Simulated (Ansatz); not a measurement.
# CH4Si+ (quartet): the correlation ladder, cc-pVDZ

One table from this session's results is given with a row withheld; the runs are named, their logs left out.

The runs use Ansatz 0.2.0, Gaussian basis; cc-pVDZ, core rule «outside noble gas», up to 6 orbitals frozen.

Plan: UHF; CCSD(T) on ROHF; CCSD(T) on UHF; BCCD(T) on ROHF; CISD as a restricted active space (open shells left free, so some higher excitations enter); CCSDT(Q) on ROHF; CCSDT(Q) on UHF.

17 further runs of the same task are left out: 4 that didn't finish, 13 set aside as unsound or not needed. Runs told in other sessions of the task aren't counted.

### The system

The geometry is a PBE0/def2-TZVP stationary point (not a proven minimum) of the parent state, kept for this charge and spin.

6 atoms, charge 1, spin multiplicity 4.

Atoms are counted from 1 here; the program's logs count them from 0.

Bond lengths: Si1–C2 1.885 Å, Si1–H3 1.491 Å, C2–H4 1.091 Å, C2–H5 1.093 Å, C2–H6 1.093 Å. Angles: C2–Si1–H3 119.0°, Si1–C2–H4 109.8°, Si1–C2–H5 110.6°, Si1–C2–H6 110.6°, H4–C2–H5 108.2°, H4–C2–H6 108.2°, H5–C2–H6 109.3°.

Set-up of the first run:

The input, in.yaml:

```yaml
crystal:
  periodic: [false, false, false]
  atoms:
    - {symbol: Si, position_ang: [0.000000, -0.086402, 0.646481]}
    - {symbol: C, position_ang: [0.000000, 0.079187, -1.230736]}
    - {symbol: H, position_ang: [0.000000, 1.148798, 1.480897]}
    - {symbol: H, position_ang: [0.000000, -0.911108, -1.689492]}
    - {symbol: H, position_ang: [0.890815, 0.613122, -1.569773]}
    - {symbol: H, position_ang: [-0.890815, 0.613122, -1.569773]}
basis:
  gaussian: {orbitals: cc-pVDZ}
total_charge: 1
magnetization: {spin_polarized: true, initial_magnetization: 3}
hamiltonian: {xc: hf}
output: {orbitals: {seedname: orbitals}}
```

On the command line:

```console
ansatz run in.yaml --threads 1 --pin off --events-out ev --progress --plain --max-ram 2393MiB
```

Among the steps run: UHF; CCSD(T) on ROHF; CCSD(T) on UHF; BCCD(T) on ROHF; CISD as a restricted active space (open shells left free, so some higher excitations enter); CCSDT(Q) on ROHF; CCSDT(Q) on UHF.

One table of the session follows, with a row left open; its other results are not shown here.

It belongs to the step «Misses and costs». 

```
   method  from UCCSDT(Q) (meV)
     ROHF               +6501.2
      UHF               +6347.8
     RMP2               +1296.9
     UMP2               +1265.9
     CISD                +680.0
    RCCSD                +218.2
    UCCSD                     ?
 RCCSD(T)                 +40.6
 UCCSD(T)                 +39.7
  BCCD(T)                 +38.6
   RCCSDT                  +9.2
   UCCSDT                  +8.5
RCCSDT(Q)                  +1.3
UCCSDT(Q)                     0
```

**Question.** Estimate the row for UCCSD.

**Answer.** from UCCSDT(Q) (meV): +210.9. In the column «from UCCSDT(Q) (meV)» it lies between RCCSD(T) (+40.6) and RCCSD (+218.2).

Limits of these values: Restricted and unrestricted rows rest on different reference determinants; a gap between their highest levels can come from leftover correlation error, from unlike frozen cores or from another state.
